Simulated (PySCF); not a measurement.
Gas-phase reaction: 2 SiCl3OH + 2 SiH4 ⇌ 3 SiH2Cl2 + 4 H + SiO2

Method: PySCF energies plus ideal-gas RRHO corrections (1 bar). † marks an energy on the PBE0/def2-TZVP geometry and frequencies; other levels use their own. CCSD(T) freezes the core. 6-31G* has spherical d functions here. Open shells (unrestricted): H (multiplicity 2); the rest are closed-shell singlets. B3LYP is the form with VWN-RPA correlation. SiCl3OH: computed as isolated molecules; such fragments, hydroxides, amides, oligomers or adducts are transient or little studied in the gas. CCSD(T) isn't extrapolated to the basis-set limit; its ΔH°(298 K) is 1222.2 kJ in def2-SVP and 1245.8 kJ in def2-TZVPP. The harmonic model lacks anharmonicity and excited electronic states, which grow with temperature; levels with a mode under 35 cm⁻¹ are left out. Internal rotation in SiCl3OH is treated as a harmonic vibration of one conformer, which makes the entropy rough. Warning, large T1 diagnostic: SiO2 (CCSD(T)/def2-TZVPP†).

ΔH° and ΔS° at 298 K: B3LYP/6-31G* 1227 kJ, 440 J/K; BLYP/def2-TZVP† 1159 kJ, 437 J/K; CCSD(T)/def2-TZVPP† 1246 kJ, 437 J/K; HF/6-31G* 1066 kJ, 441 J/K.

Task: With the heat capacities included, give log10 K (1 bar) at 600, 1000, 1200, 1600, 2500 K from B3LYP/6-31G*, BLYP/def2-TZVP†, CCSD(T)/def2-TZVPP†, HF/6-31G*.

Result: 
```tsv
T (K)	B3LYP/6-31G*	BLYP/def2-TZVP†	CCSD(T)/def2-TZVPP†	HF/6-31G*
600	-83.5	-77.7	-85.3	-69.4
1000	-40.4	-36.9	-41.5	-31.9
1200	-29.5	-26.7	-30.5	-22.4
1600	-16.0	-13.9	-16.7	-10.6
2500	-1.3	0.0	-1.8	2.2
```
